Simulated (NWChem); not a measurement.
System: ethylamine (C2H7N); SMILES CCN

NWChem printed, in part:

```
             Northwest Computational Chemistry Package (NWChem) 7.3.0
             --------------------------------------------------------

                             Geometry "geometry" -> ""
                             -------------------------

 Output coordinates in angstroms (scale by  1.889725989 to convert to a.u.)

  No.       Tag          Charge          X              Y              Z
 ---- ---------------- ---------- -------------- -------------- --------------
    1 C                    6.0000     0.25713300    -1.23430300    -0.03666000
    2 C                    6.0000    -0.55061100     0.04885500     0.02174300
    3 N                    7.0000     0.31511300     1.20903600    -0.07684200
    4 H                    1.0000    -0.39463900    -2.12085100    -0.01379500
    5 H                    1.0000     0.86365700    -1.26465700    -0.95427500
    6 H                    1.0000     0.94634300    -1.30847400     0.82117400
    7 H                    1.0000    -1.18870200     0.03067200     0.93294100
    8 H                    1.0000    -1.24961600     0.07262200    -0.83209500
    9 H                    1.0000    -0.23230500     2.06700300    -0.06571800
   10 H                    1.0000     0.93014500     1.25635500     0.73445600

 Effective nuclear repulsion energy (a.u.)      82.9992028211

                                 NWChem DFT Module
                                 -----------------

 Summary of "ao basis" -> "ao basis" (spherical)
 ------------------------------------------------------------------------------
       Tag                 Description            Shells   Functions and Types
 ---------------- ------------------------------  ------  ---------------------
 C                          def2-svp                 6       14   3s2p1d
 N                          def2-svp                 6       14   3s2p1d
 H                          def2-svp                 3        5   2s1p

 in cosmo_initialize ...
 calling solv_data for solv:hexane

 solvent parameters
 solvname_short: hexane
 solvname_long:  n-hexane
 dielec:        1.8819
 dielecinf:     1.8903
 nonaqueous SMD model solvent descriptors
 dielec:        1.8819
 sola:          0.0000
 solb:          0.0000
 solc:          0.0000
 solg:         25.7500
 solh:          0.0000
 soln:          1.3749

          ---------------
          -cosmo- solvent
          ---------------
 Cosmo: York-Karplus, doi: 10.1021/jp992097l
 dielectric constant -eps-     =   1.88
 screen = (eps-1)/(eps    )    =   0.46862
 surface charge correction     = lagrangian

   van der Waals surface
 --------------------------

[...]

                                COSMO-SMD solvation results
                                ---------------------------

             internal energy in gas <Psi(g)|H|Psi(g)> =      -134.907566353485
         internal energy in solvent <Psi(s)|H|Psi(s)> =      -134.907414588684
                               delta internal energy  =         0.000151764801 (    0.10 kcal/mol)
   total free energy in solvent <Psi(s)|H+V/2|Psi(s)> =      -134.910564513256
 polarization energy contribution <Psi(s)|V/2|Psi(s)> =        -0.003149924572 (   -1.98 kcal/mol)
    total free energy in solvent including G(SMD-CDS) =      -134.911341742762
                       G(SMD-CDS) energy contribution =        -0.000777229506 (   -0.49 kcal/mol)
     1 M fixed-concentration free energy of solvation =        -0.003775389277 (   -2.37 kcal/mol)

                       DFT Final Molecular Orbital Analysis
                       ------------------------------------

 Vector   11  Occ=2.000000D+00  E=-3.709928D-01
              MO Center=  5.1D-02, -5.0D-01, -1.3D-01, r^2= 2.3D+00
   Bfn.  Coefficient  Atom+Function         Bfn.  Coefficient  Atom+Function
  ----- ------------  ---------------      ----- ------------  ---------------
    48      0.284772   5 H  s                 4      0.259622   1 C  px
    18     -0.225304   2 C  px               19      0.223224   2 C  py
     6     -0.220401   1 C  pz                5     -0.178402   1 C  py
    58      0.176737   7 H  s                34     -0.163045   3 N  pz
    49      0.122355   5 H  s                 7      0.117420   1 C  px

 Vector   12  Occ=2.000000D+00  E=-3.484810D-01
              MO Center= -1.1D-01, -3.8D-01, -4.2D-02, r^2= 2.5D+00
   Bfn.  Coefficient  Atom+Function         Bfn.  Coefficient  Atom+Function
  ----- ------------  ---------------      ----- ------------  ---------------
    63      0.304709   8 H  s                53      0.272860   6 H  s
    20     -0.254276   2 C  pz                6      0.249622   1 C  pz
    18     -0.187467   2 C  px               32     -0.160267   3 N  px
    64      0.160111   8 H  s                54      0.148643   6 H  s
    48     -0.147767   5 H  s                 4      0.143071   1 C  px

 Vector   13  Occ=2.000000D+00  E=-2.429276D-01
              MO Center=  1.9D-01,  9.5D-01, -1.1D-01, r^2= 1.6D+00
   Bfn.  Coefficient  Atom+Function         Bfn.  Coefficient  Atom+Function
  ----- ------------  ---------------      ----- ------------  ---------------
    34      0.438269   3 N  pz               37     -0.361800   3 N  pz
    31      0.286384   3 N  s                32     -0.271075   3 N  px
    35      0.230497   3 N  px               58      0.224382   7 H  s
    59      0.169340   7 H  s                30      0.155587   3 N  s
    20      0.140450   2 C  pz               49      0.106284   5 H  s

 Vector   14  Occ=0.000000D+00  E= 7.012016D-02
              MO Center= -1.7D-01,  3.6D-01,  3.9D-01, r^2= 6.2D+00
   Bfn.  Coefficient  Atom+Function         Bfn.  Coefficient  Atom+Function
  ----- ------------  ---------------      ----- ------------  ---------------
    17      1.175545   2 C  s                 3      1.077494   1 C  s
    31      0.835960   3 N  s                59     -0.814829   7 H  s
    64     -0.663561   8 H  s                69     -0.659427   9 H  s
    44     -0.632692   4 H  s                74     -0.624170  10 H  s
    54     -0.616551   6 H  s                21     -0.427997   2 C  px

 Vector   15  Occ=0.000000D+00  E= 1.096417D-01
              MO Center=  1.8D-01, -1.4D-01, -5.4D-02, r^2= 7.3D+00
   Bfn.  Coefficient  Atom+Function         Bfn.  Coefficient  Atom+Function
  ----- ------------  ---------------      ----- ------------  ---------------
     3      2.264924   1 C  s                31     -1.061282   3 N  s
    49     -1.035209   5 H  s                44     -0.913544   4 H  s
    54     -0.870391   6 H  s                69      0.806412   9 H  s
    74      0.533639  10 H  s                22      0.447860   2 C  py
    64     -0.382593   8 H  s                35      0.187161   3 N  px

 Vector   16  Occ=0.000000D+00  E= 1.163594D-01
              MO Center= -6.1D-02,  9.6D-02,  8.2D-02, r^2= 6.2D+00
   Bfn.  Coefficient  Atom+Function         Bfn.  Coefficient  Atom+Function
  ----- ------------  ---------------      ----- ------------  ---------------
    17      1.401309   2 C  s                64     -1.396607   8 H  s
    54      1.113389   6 H  s                 3     -0.924080   1 C  s
    74      0.854942  10 H  s                69     -0.458882   9 H  s
    23     -0.445383   2 C  pz               31     -0.384940   3 N  s
     7     -0.335802   1 C  px                9     -0.332571   1 C  pz

     Multipole analysis of the density
     ---------------------------------

     L   x y z        total         alpha         beta         nuclear
     -   - - -        -----         -----         ----         -------
     0   0 0 0     -0.000000    -13.000000    -13.000000     26.000000

     1   1 0 0     -0.270594     -0.248497     -0.248497      0.226401
     1   0 1 0      0.136130     -0.010580     -0.010580      0.157289
     1   0 0 1      0.484185      0.246541      0.246541     -0.008897

     2   2 0 0    -15.408715    -23.062986    -23.062986     30.717256
     2   1 1 0     -0.601982      0.290229      0.290229     -1.182440
     2   1 0 1      1.253116      0.109237      0.109237      1.034643
     2   0 2 0    -14.036787    -66.037972    -66.037972    118.039156
     2   0 1 1      1.248009     -0.347728     -0.347728      1.943464
     2   0 0 2    -15.459676    -14.414685    -14.414685     13.369695
```

Level: PBE0/def2-SVP, SMD on the gas-phase geometry. The geometry was optimised at PBE0/def2-SVP. Solvent: n-hexane.

Q: Reconstruct the input file.

A: One answer among several that fit: the input that was run:
```
start job
memory heap 200 mb stack 900 mb global 1100 mb
geometry units angstroms noautosym nocenter noautoz
  C      0.257133    -1.234303    -0.036660
  C     -0.550611     0.048855     0.021743
  N      0.315113     1.209036    -0.076842
  H     -0.394639    -2.120851    -0.013795
  H      0.863657    -1.264657    -0.954275
  H      0.946343    -1.308474     0.821174
  H     -1.188702     0.030672     0.932941
  H     -1.249616     0.072622    -0.832095
  H     -0.232305     2.067003    -0.065718
  H      0.930145     1.256355     0.734456
end
basis spherical
  * library def2-svp
end
dft
  xc pbe0
  iterations 150
end
cosmo
  do_cosmo_smd true
  solvent hexane
end
task dft energy
```
